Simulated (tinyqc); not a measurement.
Worked calculation: RKS/B3LYP (VWN-RPA form) in the sto-6g basis, for BH, spin multiplicity 1. Computed by tinyqc, a small Python program that keeps every step (integrals from PySCF). Settings: charge = 0, multiplicity = 1, basis = sto-6g, energy threshold = 1e-10, iteration cap = 65, orthogonalisation = symmetric, start = highest core orbitals, DIIS depth = 0, damping = 0.7, method = RKS, functional = b3lyp, grid = [15, 86]. Command: `OMP_NUM_THREADS=1 python tinyqc.py 24391 24392 out.jsonl` (the two numbers bound the seeds that draw the settings). One thread of a shared host (Intel(R) Xeon(R) Processor @ 2.60GHz), about 0.9 s of CPU time with the checks.

Geometry (angstrom):
```
atom         x         y         z
B     0.000000  0.000000  0.000000
H     0.000000  0.000000  2.114000
```

Stop when the energy changes by less than 1e-10 hartree and every element of the error matrix X^T (F D S - S D F) X is below 3e-06.

Course of the cycle:
```
iteration   E (hartree)     change  largest element of the error matrix
1           -7.96541391          -                             6.01e-02
2          -13.82297929  -5.86e+00                             8.24e-02
3          -17.47645070  -3.65e+00                             7.83e-02
4          -19.85806601  -2.38e+00                             6.39e-02
5          -21.47155786  -1.61e+00                             4.57e-02
6          -22.57436281  -1.10e+00                             3.34e-02
7          -23.33328189  -7.59e-01                             2.36e-02
8          -23.85817566  -5.25e-01                             1.65e-02
9          -24.22251639  -3.64e-01                             1.41e-02
10         -24.47605626  -2.54e-01                             1.20e-02
11         -24.65280558  -1.77e-01                             1.00e-02
12         -24.77617555  -1.23e-01                             8.22e-03
13         -24.86236180  -8.62e-02                             6.62e-03
14         -24.92260797  -6.02e-02                             5.26e-03
...                 ...        ...                                  ...
52         -25.06291451  -7.80e-08                             4.63e-08
53         -25.06291457  -5.46e-08                             3.32e-08
54         -25.06291461  -3.82e-08                             2.39e-08
55         -25.06291463  -2.68e-08                             1.71e-08
56         -25.06291465  -1.87e-08                             1.23e-08
57         -25.06291467  -1.31e-08                             8.81e-09
58         -25.06291468  -9.18e-09                             6.31e-09
59         -25.06291468  -6.43e-09                             4.52e-09
60         -25.06291469  -4.50e-09                             3.24e-09
61         -25.06291469  -3.15e-09                             2.32e-09
62         -25.06291469  -2.20e-09                             1.66e-09
63         -25.06291469  -1.54e-09                             1.19e-09
64         -25.06291469  -1.08e-09                             8.49e-10
65         -25.06291469  -7.56e-10                             6.07e-10
```

Can the last value be used, and what does the course show?

Not by the stop rule, although the second column moves by less than 1e-07 over the last three steps. Not converged within the cap of 65 iterations: the residual falls steadily but slowly, by a factor of about 0.72 a step. Reruns (cap 100 unless said): DIIS 8: converged in 33; damping 0.5: converged in 39; level shift 0.5: not converged; atomic densities as start, DIIS 8: converged in 12; the original settings with a cap of 400: converged in 71. PySCF RKS in the same basis, fine grid = -25.05977526 hartree, which differs from a converged run on this coarse grid by the grid error.
